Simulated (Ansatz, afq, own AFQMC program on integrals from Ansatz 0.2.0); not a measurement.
# BH$_{3}$ + S, triplet: a scan with AFQMC

```
atom    x (Å)    y (Å)   z (Å)
   B  -2.0790   0.0000  0.0000
   H  -2.6757   1.0336  0.0000
   H  -2.6757  -1.0336  0.0000
   H  -0.8855   0.0000  0.0000
   S   0.8970   0.0000  0.0000
```

A hydrogen atom is moved from one rigid fragment to the other; the B1–H4 distance tells how far. The two fragments are held close together, so this isn't a minimum-energy path and the start is a compressed complex. Energies in eV count from this geometry (1.194 Å) at the same level; the start stands on UHF, each point on the determinant named.

Basis cc-pVTZ. Only valence electrons are correlated. Ansatz 0.2.0 and our own AFQMC program on the same integrals; the CISD trial comes from CCSD amplitudes, and released means the phaseless constraint is let go. Uncertainties: one standard error, sampling alone.

Cautions, each for one point or more: lower spins were not checked.

```tsv
r(B1–H4) / Å	det.	T1	weight	⟨S²⟩	CCSD(T)	ph-AFQMC/CISD	HF	B2PLYP
1.308	UHF	0.014	0.87	2.03	0.154	0.153 ± 0.007	0.253	0.135
1.366	UHF	0.014	0.87	2.03	0.275	0.278 ± 0.008	0.416	0.246
1.423	UHF	0.015	0.87	2.04	0.397	0.403 ± 0.008	0.565	0.360
1.481	UHF	0.015	0.87	2.04	0.514	0.521 ± 0.007	0.690	0.473
1.596	UHF	0.015	0.87	2.03	0.732	0.738 ± 0.008	0.863	0.693
```

Weight is that of the determinant in the CISD state; at the start T1 is 0.013 and the weight 0.87, and ⟨S²⟩ is 2.02. Largest departures from phaseless AFQMC with a CISD trial: CCSD(T) -0.006 eV at 1.423 (on UHF) (within the noise), HF 0.169 eV at 1.481 (on UHF), B2PLYP -0.047 eV at 1.481. The walk's constraint bias lies outside its error bars, so these are departures and not errors. Functionals count only at points shown to share the start's state and spin.

Some points may be missing: those where a free walk finds a much lower state, and past Zn most of those on another determinant than at the start.

A walk keeps the symmetry of its determinant, which the program's search chose and which needn't be the lowest solution, so a lower state of the same spin and another symmetry isn't excluded.
